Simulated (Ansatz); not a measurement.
The same path of C₃H₅N (9 atoms, charge 0, multiplicity 1) was run 3 times with different band settings. The coordinate that changes most is the angle C3–N4–H9.

Level of theory: RKS PBE0-D4/STO-3G in Ansatz.

Relaxed end points:

```xyz
9
Properties=species:S:1:pos:R:3
C -0.195 1.403 -0.572
C 0.039 0.392 0.273
C 0.021 -1.037 -0.145
N 0.238 -2.091 0.607
H -0.416 1.223 -1.629
H -0.177 2.448 -0.247
H 0.259 0.587 1.331
H -0.202 -1.218 -1.210
H 0.434 -1.708 1.592
```

```xyz
9
Properties=species:S:1:pos:R:3
C -0.211 1.444 -0.633
C 0.046 0.565 0.342
C 0.071 -0.903 0.118
N 0.331 -1.712 1.121
H -0.417 1.118 -1.657
H -0.226 2.523 -0.452
H 0.252 0.895 1.368
H -0.138 -1.226 -0.921
H 0.293 -2.704 0.715
```

Common settings: spring 5.0 eV/Å²; optimiser quadratic models (default); start path through a guess of the saddle point; force threshold 0.03 eV/Å; iteration limit 60; end points relaxed.

| run | movable images | climbing image |
| --- | --- | --- |
| 1 | 5 | yes |
| 2 | 2 | no |
| 3 | 1 | no |

**Question.** What does each run give, and how far can it be trusted?

**Answer.** Run 1: converged after 15 iterations, highest image 1.762 eV above the first end. A vibrational analysis at the climbing image gives one clearly imaginary mode, 1200i cm⁻¹: a first-order saddle point.
Run 2: converged after 8 iterations, highest image 0.837 eV above the first end. The dihedral C2–C3–N4–H9 jumps by 174° between images 1 and 2, so the path isn't resolved there. No image climbed, so the highest image needn't sit at the top of the path. A band with more images between the same ends climbed to 1.76 eV, so this one has probably stepped over the top. So few images can step over the top or miss a turn of the path.
Run 3: converged after 15 iterations, highest image 0.951 eV above the first end. The dihedral C2–C3–N4–H9 jumps by 179° between images 1 and 2, so the path isn't resolved there. No image climbed, so the highest image needn't sit at the top of the path. A band with more images between the same ends climbed to 1.76 eV, so this one has probably stepped over the top. So few images can step over the top or miss a turn of the path.
Limits of this set-up: minimal basis.
